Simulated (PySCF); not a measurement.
Compound: H5NSSi.
Z-matrix (Å and degrees, PBE0-D3(BJ)/def2-SVP geometry), rows numbered from 1:
```
N 
Si  1  1.7191
S   2  2.1469  1  110.67
H   1  1.0123  2  121.45  3   145.51
H   1  1.0127  2  122.31  3   -57.39
H   2  1.4962  1  117.07  3   115.60
H   2  1.4928  1  105.46  3  -123.25
H   3  1.3517  2   94.48  1   -52.99
```

The closed-shell ground state was solved at several levels (PySCF, density fitting, gas phase, non-relativistic).

```json
{"level": "CAM-B3LYP/def2-SVPD", "basis functions": "111", "total energy (Eh)": "-745.2375", "HOMO (eV)": "-8.66", "LUMO (eV)": "0.92", "gap (eV)": "9.58", "dipole (D)": "2.25"}
{"level": "PBE0/pcSseg-1", "basis functions": "90", "total energy (Eh)": "-745.1311", "HOMO (eV)": "-7.31", "LUMO (eV)": "0.77", "gap (eV)": "8.08", "dipole (D)": "2.60"}
```

Task: Estimate the row for KT3/pcSseg-2, a basis of 192 functions; the other rows only guide the guess.

Result: Total energy -751.5173 Eh, HOMO -6.18 eV, LUMO -0.69 eV, gap 5.49 eV, dipole 2.20 D.

Task: Over all these levels, which gives the widest orbital gap and which the narrowest?

Result: CAM-B3LYP/def2-SVPD (range-separated hybrid) has the widest, 9.58 eV, and KT3/pcSseg-2 (GGA) the narrowest, 5.49 eV. Functional and basis both differ between the two, so the spread mixes both effects.

Task: How far do the dipole and the HOMO energy spread over the levels?

Result: The dipole runs from 2.20 to 2.60 D (mean 2.35 D) and the HOMO from -8.66 to -6.18 eV.

One conformer stands for the species.
